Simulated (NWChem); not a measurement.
Program: NWChem. System: NO$_{2}$, charge 0, spin multiplicity 2, at a geometry optimised with UPBE/def2-SVP. The structure started from a generated list of species. Its SCF solution wasn't tested for a lower state. Level: UM06-2X/def2-TZVP.

The NWChem input:

```
start mol
memory heap 200 mb stack 900 mb global 1100 mb
geometry units angstroms nocenter noautoz
  O     -1.109267     0.000000    -0.142484
  N      0.000000     0.000000     0.325679
  O      1.109267     0.000000    -0.142484
  symmetry group C2v
end
basis spherical
  * library def2-tzvp
end
dft
  xc m06-2x
  odft
  mult 2
  semidirect memsize 60000000 filesize 0
  iterations 100
  grid fine
end
task dft energy
```

Part of the output:

```
             Northwest Computational Chemistry Package (NWChem) 7.3.0
             --------------------------------------------------------

                                NWChem Input Module
                                -------------------

 Scaling coordinates for geometry "geometry" by  1.889725989
 (inverse scale =  0.529177249)

 Turning off AUTOSYM since
 SYMMETRY directive was detected!

                             Geometry "geometry" -> ""
                             -------------------------

 Output coordinates in angstroms (scale by  1.889725989 to convert to a.u.)

  No.       Tag          Charge          X              Y              Z
 ---- ---------------- ---------- -------------- -------------- --------------
    1 O                    8.0000    -1.10926700     0.00000000    -0.14248400
    2 N                    7.0000     0.00000000     0.00000000     0.32567900
    3 O                    8.0000     1.10926700     0.00000000    -0.14248400

 Effective nuclear repulsion energy (a.u.)      64.4908566634

            Nuclear Dipole moment (a.u.)
            ----------------------------
        X                 Y               Z
 ---------------- ---------------- ----------------
     0.0000000000     0.0000000000     0.0000170075

      Symmetry information
      --------------------

 Group name             C2v
 Group number             16
 Group order               4
 No. of unique centers     2

      Symmetry unique atoms

     1    2


 Summary of "ao basis" -> "" (spherical)
 ------------------------------------------------------------------------------
       Tag                 Description            Shells   Functions and Types
 ---------------- ------------------------------  ------  ---------------------
 *                         def2-tzvp                  on all atoms

                                 NWChem DFT Module
                                 -----------------

 Summary of "ao basis" -> "ao basis" (spherical)
 ------------------------------------------------------------------------------
       Tag                 Description            Shells   Functions and Types
 ---------------- ------------------------------  ------  ---------------------
 O                         def2-tzvp                11       31   5s3p2d1f
 N                         def2-tzvp                11       31   5s3p2d1f

 Summary of "ao basis" -> "ao basis" (spherical)
 ------------------------------------------------------------------------------
       Tag                 Description            Shells   Functions and Types
 ---------------- ------------------------------  ------  ---------------------
 O                         def2-tzvp                11       31   5s3p2d1f
 N                         def2-tzvp                11       31   5s3p2d1f

      Symmetry analysis of basis
      --------------------------

        a1         35
        a2         13
        b1         28
        b2         17

            General Information
            -------------------
          SCF calculation type: DFT
          Wavefunction type:  spin polarized.
          No. of atoms     :     3
          No. of electrons :    23
           Alpha electrons :    12
            Beta electrons :    11
          Charge           :     0
          Spin multiplicity:     2
          Use of symmetry is: on ; symmetry adaption is: on
          Maximum number of iterations: 100
          AO basis - number of functions:    93
                     number of shells:    33
[...]
    10      0.294723  1 O  py                72     -0.294723  3 O  py
    13      0.202927  1 O  py                75     -0.202927  3 O  py
    51     -0.057239  2 N  d -2

 Vector   11  Occ=1.000000D+00  E=-4.199218D-01  Symmetry=b1
              MO Center=  3.4D-15, -3.4D-16, -8.9D-02, r^2= 1.8D+00
   Bfn.  Coefficient  Atom+Function         Bfn.  Coefficient  Atom+Function
  ----- ------------  ---------------      ----- ------------  ---------------
     8      0.290221  1 O  pz                70     -0.290221  3 O  pz
    11      0.252417  1 O  pz                73     -0.252417  3 O  pz
     6     -0.190541  1 O  px                68     -0.190541  3 O  px
     9     -0.168227  1 O  px                71     -0.168227  3 O  px
    14      0.159549  1 O  pz                76     -0.159549  3 O  pz

 Vector   12  Occ=0.000000D+00  E=-1.084319D-01  Symmetry=a1
              MO Center=  1.6D-15,  9.6D-15,  2.0D-01, r^2= 1.7D+00
   Bfn.  Coefficient  Atom+Function         Bfn.  Coefficient  Atom+Function
  ----- ------------  ---------------      ----- ------------  ---------------
    36      0.764623  2 N  s                 39      0.289953  2 N  pz
    14     -0.287729  1 O  pz                76     -0.287729  3 O  pz
     8     -0.271324  1 O  pz                70     -0.271324  3 O  pz
    42      0.243234  2 N  pz                11     -0.233904  1 O  pz
    73     -0.233904  3 O  pz                 5     -0.204904  1 O  s

 Vector   13  Occ=0.000000D+00  E=-2.768251D-02  Symmetry=b2
              MO Center=  7.7D-16, -9.9D-15,  1.1D-01, r^2= 1.5D+00
   Bfn.  Coefficient  Atom+Function         Bfn.  Coefficient  Atom+Function
  ----- ------------  ---------------      ----- ------------  ---------------
    44      0.456780  2 N  py                38      0.396398  2 N  py
    41      0.387168  2 N  py                13     -0.342287  1 O  py
    75     -0.342287  3 O  py                 7     -0.269104  1 O  py
    69     -0.269104  3 O  py                10     -0.228446  1 O  py
    72     -0.228446  3 O  py

 Vector   14  Occ=0.000000D+00  E= 1.954735D-01  Symmetry=a1
              MO Center=  2.1D-14, -1.4D-14, -7.7D-02, r^2= 3.4D+00
   Bfn.  Coefficient  Atom+Function         Bfn.  Coefficient  Atom+Function
  ----- ------------  ---------------      ----- ------------  ---------------
    36      4.935647  2 N  s                  5     -2.202241  1 O  s
    67     -2.202241  3 O  s                 45     -1.451178  2 N  pz
    12     -1.189599  1 O  px                74      1.189599  3 O  px
    42     -0.338985  2 N  pz                35     -0.276986  2 N  s
    39     -0.206348  2 N  pz                 3     -0.136935  1 O  s

   alpha - beta orbital overlaps
   -----------------------------

   alpha      1      2      3      4      5      6      7      8      9     10
    beta      1      2      3      4      5      6      9      8      7     11
 overlap   1.000  1.000  1.000  1.000  1.000  0.971  0.970  0.991  1.000  0.989

   alpha     11     12     13     14     15     16     17     18     19     20
    beta     10     12     13     14     15     16     17     18     19     20
 overlap   1.000  0.992  1.000  0.996  0.997  0.988  0.999  0.986  0.999  0.995

   alpha     21     22     23     24     25     26     27     28     29     30
    beta     21     22     23     24     25     26     27     28     29     30
 overlap   1.000  0.994  0.999  0.904  0.901  1.000  0.999  1.000  0.999  1.000

   alpha     31     32     33     34     35     36     37     38     39     40
    beta     31     32     33     34     35     36     37     38     39     40
 overlap   1.000  0.999  1.000  1.000  1.000  1.000  0.988  1.000  1.000  0.989

   alpha     41     42     43     44     45     46     47     48     49     50
    beta     41     42     43     44     45     46     47     48     49     50
 overlap   1.000  1.000  1.000  0.996  0.996  0.998  0.998  1.000  1.000  1.000

   alpha     51     52     53     54     55     56     57     58     59     60
    beta     51     52     53     54     55     56     57     58     59     60
 overlap   1.000  1.000  1.000  1.000  0.999  0.999  1.000  0.997  1.000  0.998

   alpha     61     62     63     64     65     66     67     68     69     70
    beta     61     62     63     64     65     66     67     68     69     70
 overlap   0.997  1.000  0.998  1.000  1.000  1.000  1.000  1.000  1.000  1.000

   alpha     71     72     73     74     75     76     77     78     79     80
    beta     71     72     73     74     75     76     77     78     79     80
 overlap   1.000  1.000  1.000  1.000  1.000  0.993  1.000  0.998  0.993  1.000

   alpha     81     82     83     84     85     86     87     88     89     90
    beta     81     82     84     83     85     86     87     88     89     90
 overlap   0.998  1.000  1.000  1.000  1.000  1.000  1.000  1.000  1.000  1.000

   alpha     91     92     93
    beta     91     92     93
 overlap   1.000  1.000  1.000

     --------------------------
     Expectation value of S2:
     --------------------------
      <S2> =      0.7556 (Exact =     0.7500)

 center of mass
 --------------
 x =   0.00000000 y =   0.00000000 z =   0.00010142

 moments of inertia (a.u.)
 ------------------
           7.623180498636           0.000000000000           0.000000000000
           0.000000000000         148.189623202031           0.000000000000
           0.000000000000           0.000000000000         140.566442703395

     Multipole analysis of the density
     ---------------------------------

     L   x y z        total         alpha         beta         nuclear
     -   - - -        -----         -----         ----         -------
     0   0 0 0     -0.000000    -12.000000    -11.000000     23.000000

     1   1 0 0      0.000000      0.000000      0.000000      0.000000
     1   0 1 0     -0.000000     -0.000000     -0.000000      0.000000
     1   0 0 1      0.154611     -0.103096      0.257690      0.000017

     2   2 0 0    -13.390159    -43.286109    -40.409637     70.305587
     2   1 1 0     -0.000000     -0.000000     -0.000000      0.000000
     2   1 0 1      0.000000      0.000000      0.000000      0.000000
     2   0 2 0    -11.082000     -5.723725     -5.358274      0.000000
     2   0 1 1      0.000000      0.000000     -0.000000      0.000000
     2   0 0 2    -11.567537     -8.565973     -6.812942      3.811378

 Task  times  cpu:        3.1s     wall:        3.1s

 Total times  cpu:        3.1s     wall:        3.1s
```
